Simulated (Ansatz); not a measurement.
# B₃ (quartet): wave-function methods side by side at distance B1–B2 = 5.204 Å, 6-31G

Aim: climb from Hartree-Fock through coupled cluster and multireference methods for B₃ (quartet) at one geometry and basis, and see what each rung misses.

Computed with Ansatz 0.2.0, Gaussian basis. Level: 6-31G, core rule «outside noble gas», up to 3 orbitals frozen.

The runs, in order: UHF; CCSD(T) on natural orbitals of UHF; CCSD(T) on UHF; BCCD(T) on natural orbitals of UHF; CISD as a restricted active space (open shells left free, so some higher excitations enter); CCSDT(Q) on natural orbitals of UHF; CCSDT(Q) on UHF; CASSCF and MRCISD+Q, 5 electrons in 5 orbitals; CASSCF and NEVPT2, 5 electrons in 5 orbitals; CASSCF and MRCISD+Q, 9 electrons in 12 orbitals; CASSCF and NEVPT2, 9 electrons in 12 orbitals; Full CI.

4 further runs of the same task are left out: 1 for a known fault of the program, 3 that didn't finish. Runs told in other sessions of the task aren't counted.

## Step 1: The system

The geometry derives from a PBE0/def2-TZVP stationary point (not a proven minimum). One bond is set to the value named and the two fragments are kept rigid.

3 atoms, charge 0, spin multiplicity 4.

Atoms are counted from 1 here; the program's logs count them from 0.

Bond lengths: B2–B3 1.522 Å.

## Step 2: UHF

Input file in.yaml:

```yaml
crystal:
  periodic: [false, false, false]
  atoms:
    - {symbol: B, position_ang: [0.000000, 0.000000, 3.976500]}
    - {symbol: B, position_ang: [0.000000, 0.000000, -1.227500]}
    - {symbol: B, position_ang: [0.000000, 0.000000, -2.749000]}
basis:
  gaussian: {orbitals: 6-31G}
magnetization: {spin_polarized: true, initial_magnetization: 3}
hamiltonian: {xc: hf}
output: {orbitals: {seedname: orbitals}}
```

Launch:

```
> ansatz run in.yaml --threads 1 --pin off --events-out ev --progress --plain --max-ram 2560MiB --backend cpu
```

Further steps of the session: CCSD(T) on natural orbitals of UHF; CCSD(T) on UHF; BCCD(T) on natural orbitals of UHF; CISD as a restricted active space (open shells left free, so some higher excitations enter); CCSDT(Q) on natural orbitals of UHF; CCSDT(Q) on UHF; CASSCF and MRCISD+Q, 5 electrons in 5 orbitals; CASSCF and NEVPT2, 5 electrons in 5 orbitals; CASSCF and MRCISD+Q, 9 electrons in 12 orbitals; CASSCF and NEVPT2, 9 electrons in 12 orbitals; Full CI.

**Question.** What will the summary of the whole plan be? Wanted: FCI from the RHF energy; RMP2 from FCI; UMP2 from FCI; RCCSD from FCI; RCCSD(T) from FCI; UCCSD(T) from FCI; RCCSDT(Q) from FCI; UCCSDT(Q) from FCI; NEVPT2 pair from FCI.

The runs gave:

| quantity | value |
| --- | --- |
| FCI from the ROHF energy | -5.2865 eV |
| RMP2 from FCI | +151.1 meV |
| UMP2 from FCI | +1050.8 meV |
| RCCSD from FCI | +80.6 meV |
| RCCSD(T) from FCI | -56.5 meV |
| UCCSD(T) from FCI | +25.1 meV |
| RCCSDT(Q) from FCI | -3.4 meV |
| UCCSDT(Q) from FCI | +0.9 meV |
| NEVPT2 pair from FCI | +1157.6 meV |
| MRCISD+Q pair from FCI | -34.2 meV |
| NEVPT2 valence from FCI | +263.3 meV |
| levels within 1 kcal/mol (43 meV) | UCCSD(T), BCCD(T), RCCSDT, UCCSDT, RCCSDT(Q), UCCSDT(Q), MRCISD+Q pair, MRCISD valence, MRCISD+Q valence |
| T1 diagnostic | 0.324 |
| effectively unpaired electrons | 5.08 |

What this shows: RCCSD(T) lands -56.5 meV from the yardstick (1.1 % of the correlation energy). CCSD(T) misses by -56.5 meV on the restricted determinant and by +25.1 meV on the unrestricted one; the two need not hold the same state or core. RCCSD(T), RCCSDT(Q), MRCISD+Q pair fall below full CI, which methods that aren't variational can do. With 5.1 effectively unpaired electrons against 3 the state is strongly multireference. Coupled cluster on one determinant still stays close here. Of the multireference levels listed MRCISD+Q valence comes nearest in total energy (+1.2 meV), which doesn't show that its space is the better one. Coupled cluster took another determinant than the lowest Hartree-Fock one. These misses are within one basis, not against nature; the frozen cores of restricted and unrestricted runs differ, which can shift their rows.

Levels on UHF freeze UHF's core orbitals, full CI those of ROHF, so the U rows can settle a little off it for that reason alone.

With open shells the CI space here admits some higher excitations, so it is larger than plain CISD.
